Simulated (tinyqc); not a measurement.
Worked calculation: harmonic frequencies on the RHF/sto-3g surface (energies and gradients from PySCF), for HF, spin multiplicity 1. Computed by tinyqc, a small Python program that keeps every step (integrals from PySCF). Settings: charge = 0, multiplicity = 1, basis = sto-3g, delta = 0.005. Command: `OMP_NUM_THREADS=1 python tinyqc.py 24212 24213 out.jsonl` (the two numbers bound the seeds that draw the settings). One thread of a shared host (Intel(R) Xeon(R) Processor @ 2.60GHz), about 1 s of CPU time with the checks.

## One row of the Hessian: 2Hz

optimised positions (bohr):
```
           x         y          z
1F  0.000000  0.000000  -0.082640
2H  0.000000  0.000000   1.722922
```

gradient at +delta (hartree/bohr):
```
             x           y            z
1F  0.00000000  0.00000000  -0.00359760
2H  0.00000000  0.00000000   0.00359760
```

gradient at -delta (hartree/bohr):
```
             x           y            z
1F  0.00000000  0.00000000   0.00365543
2H  0.00000000  0.00000000  -0.00365543
```

Displace 2Hz by +/-0.005 bohr; H(k, :) = (g(+) - g(-)) / (2 delta).

row of the Hessian (hartree/bohr^2): 1Fx 0.00000000, 1Fy 0.00000000, 1Fz -0.72530266, 2Hx 0.00000000, 2Hy 0.00000000, 2Hz 0.72530266

## Hessian by finite differences

All rows are made in the same way, and the matrix is symmetrised.

Hessian (symmetrised) (hartree/bohr^2), lower triangle:
```
             1Fx          1Fy          1Fz         2Hx         2Hy         2Hz
1Fx   0.00000234
1Fy   0.00000000   0.00000234
1Fz   0.00000000   0.00000000   0.72530266
2Hx  -0.00000234   0.00000000   0.00000000  0.00000234
2Hy   0.00000000  -0.00000234   0.00000000  0.00000000  0.00000234
2Hz   0.00000000   0.00000000  -0.72530266  0.00000000  0.00000000  0.72530266
```

## Normal modes

masses (u): 1F 18.998403, 2H 2.014102

Diagonalise H_ij / sqrt(m_i m_j); the 5 smallest eigenvalues belong to translations and rotations; wavenumber = sqrt(eigenvalue / 1822.888) x 219474.63; each mode has its largest component positive (the first on a tie); zero-point energy = sum of wavenumbers / 2, with 349.755 1/cm per kcal/mol. A mass of 2.014 u marks deuterium.

eigenvalues of the mass-weighted Hessian (hartree/(bohr^2 u)): 0.000000  0.000000  0.000000  0.000001  0.000001  0.398289

harmonic wavenumbers of the vibrations (1/cm): 3244.2

mass-weighted modes:
```
        mode 1
1Fx   0.000000
1Fy   0.000000
1Fz  -0.309601
2Hx   0.000000
2Hy   0.000000
2Hz   0.950867
```

zero-point energy = 4.637773 kcal/mol
